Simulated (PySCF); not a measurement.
**Vibration and rotation of NaS**

UHF-CCSD(T) constants of NaS, ²Π (doublet), unpaired electrons π ↑ (basis Na cc-pVDZ, S cc-pV(D+d)Z; no relativity; PySCF 2.14; masses 22.9898 and 31.9721 u):

```
ωe              : 316.5 cm⁻¹
ωexe            : 1.01 cm⁻¹
Be              : 0.19622 cm⁻¹
αe              : 0.00124 cm⁻¹
D (centrifugal) : 3.02e-07 cm⁻¹
De to Na + S    : 2.09 eV
```

Task: Give the vibrational terms G(v) and spacings up to v = 6.

Result: G(v) = ωe(v+½) − ωexe(v+½)².

```tsv
v	G(v) (cm⁻¹)	G(v) − G(v−1)	Bv (cm⁻¹)
0	158.0		0.1956
1	472.5	314.5	0.1944
2	784.9	312.5	0.1931
3	1095.4	310.4	0.1919
4	1403.8	308.4	0.1906
5	1710.2	306.4	0.1894
6	2014.6	304.4	0.1882
```

Task: How well does the Morse estimate ωe²/(4ωexe) reproduce De, and what is D0?

Result: It gives 3.07 eV, 147 % of the computed De. D0 = De − G(0) = 2.09 − 0.02 = 2.07 eV.

Correlated steps freeze 6 core orbitals. Correlated levels converge slowly with the basis: in double zeta they bind strong bonds too weakly, by up to about 1 eV, and carry superposition errors of some tenths. The state was picked by a PBE0 search and need not be the measured ground state.
